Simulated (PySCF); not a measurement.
## Vertical excitation energies

CCl2 (singlet state).
Structure used (GFN2-xTB), in Å, numbered top down from 1:
```
atom  x, y, z in Å
Cl1   -1.3886   -0.3153   -0.0028
C2     0.0012    0.6153   -0.0108
Cl3    1.3988   -0.3025    0.0011
```

Computed, not measured: PySCF 2.14.0, density-fitted response routines, TDDFT B3LYP/def2-SVPD, vertical, gas phase, core orbitals frozen in the response.

Question: Predict the UV-vis stick spectrum at this level.

Answer: 

```json
{"state": "S1", "E (eV)": "2.16", "λ (nm)": "574.0", "f": "0.0016", "|μ| (D)": "0.44", "symmetry": "–", "main configurations (H = HOMO, L = LUMO)": "H→L (100%)"}
{"state": "S2", "E (eV)": "4.51", "λ (nm)": "274.8", "f": "0.0000", "|μ| (D)": "0.00", "symmetry": "–", "main configurations (H = HOMO, L = LUMO)": "H-1→L (100%)"}
{"state": "S3", "E (eV)": "5.47", "λ (nm)": "226.8", "f": "0.016", "|μ| (D)": "0.88", "symmetry": "A1", "main configurations (H = HOMO, L = LUMO)": "H→L+1 (96%)"}
{"state": "S4", "E (eV)": "5.88", "λ (nm)": "210.8", "f": "0.060", "|μ| (D)": "1.65", "symmetry": "B1 or B2", "main configurations (H = HOMO, L = LUMO)": "H-2→L (86%), H→L+2 (10%)"}
{"state": "S5", "E (eV)": "6.80", "λ (nm)": "182.3", "f": "0.0018", "|μ| (D)": "0.26", "symmetry": "–", "main configurations (H = HOMO, L = LUMO)": "H-3→L (100%)"}
{"state": "S6", "E (eV)": "6.89", "λ (nm)": "180.0", "f": "0.011", "|μ| (D)": "0.65", "symmetry": "A1", "main configurations (H = HOMO, L = LUMO)": "H→L+3 (96%)"}
{"state": "S7", "E (eV)": "7.00", "λ (nm)": "177.0", "f": "0.160", "|μ| (D)": "2.45", "symmetry": "B1 or B2", "main configurations (H = HOMO, L = LUMO)": "H→L+2 (86%)"}
{"state": "S8", "E (eV)": "7.74", "λ (nm)": "160.2", "f": "0.162", "|μ| (D)": "2.35", "symmetry": "A1", "main configurations (H = HOMO, L = LUMO)": "H→L+4 (81%), H-4→L (14%)"}
```

Triplets, Tamm–Dancoff:

```
state  E (eV)  λ (nm)  main configurations (H = HOMO, L = LUMO)
   T1    0.81    1533                                 H→L (98%)
   T2    4.28   289.5                              H-1→L (100%)
   T3    4.68   264.9                              H-2→L (100%)
```

The lowest singlet lies at 2.16 eV (574 nm, visible) and is very weak; its leading configuration is HOMO→LUMO (100%). The largest oscillator strength of a single state is 0.162. Löwdin shares by element: HOMO carbon 56%, chlorine 44%; LUMO carbon 58%, chlorine 42%. Of the 8 states listed, 5 reach f = 0.01 and 1 stays under 0.0005. The listed states span 5.58 eV, and the widest gap between neighbours is 2.35 eV (S1 to S2). The oscillator strengths of these states sum to 0.413; summed over the whole spectrum of an exact calculation they would give the number of electrons, 40 (Thomas–Reiche–Kuhn). S1 lies in the visible range (380 to 750 nm), at 574 nm, f = 0.0016; light of that wavelength is yellow-green, and its complementary colour is violet. Symmetry labels in C2v follow from the direction of the transition dipole and are given only for states with f of 0.002 or more; B1 and B2 swap with the choice of axes. The window holds the lowest 8 singlets.
